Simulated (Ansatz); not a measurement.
A run of Ansatz (development build ahead of 0.2.0) on singlet H2O at this shape:

```csv
atom,x (Å),y (Å),z (Å)
O,-0.0049,0.0052,-0.1127
H,0.0059,0.7462,0.4772
H,0.0027,-0.7638,0.4794
```

Its results:

```json
{
 "Converged": "yes",
 "Reference energy": "-74.96295 hartree",
 "Correlation energy": "-0.03563 hartree",
 "Total energy": "-74.99858 hartree",
 "Spin squared of the determinant": "0.000"
}
```

Task: Which input gives this output? Name the method, the orbitals and the basis set, and write the input.

Result: RHF-MP2 in STO-3G. An unrestricted run that stays on the closed shell gives the same numbers.

```yaml
crystal:
  periodic: [false, false, false]
  atoms:
    - { symbol: O, position_ang: [-0.00486, 0.00524, -0.11267] }
    - { symbol: H, position_ang: [0.00591, 0.74625, 0.47716] }
    - { symbol: H, position_ang: [0.00266, -0.76379, 0.47939] }
basis:
  gaussian: { orbitals: STO-3G }
hamiltonian:
  xc: hf
correlation:
  method: mp2
  frozen_orbitals: { H: 0, O: 1 }
```
